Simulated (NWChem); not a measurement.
Polarisability of ethanethiol (C2H6S)

```
C
H 1 1.1012
H 1 1.1016 2 106.67
C 1 1.5243 2 111.42 3 -121.08
H 4 1.1008 1 111.12 2 179.25
H 4 1.1022 5 107.73 1 -122.12
H 4 1.1035 5 108.36 6 -116.20
S 1 1.8391 2 108.96 3 111.51
H 8 1.3539 1 96.67 2 60.81
```
Charge 0, spin multiplicity 1.

Program: NWChem. Structure: optimised with B3LYP/def2-SVP, a minimum by its harmonic frequencies. It is one conformer; others weren't searched.

Basis set: 6-31G*. The field's frequency is 0.0428 Ha (1065 nm). This basis has no diffuse functions, which lowers polarisabilities.

B3LYP has NWChem's definition, with VWN1-RPA local correlation. The Pople sets run with spherical d functions.

Q: One of these methods gave an isotropic polarisability of 38.95 bohr³. Which?
A) LDA (SVWN5)
B) HF
C) PBE
D) B3LYP

A: A, LDA (SVWN5). The others give 37.45 (HF), 38.63 (PBE), 38.08 (B3LYP).
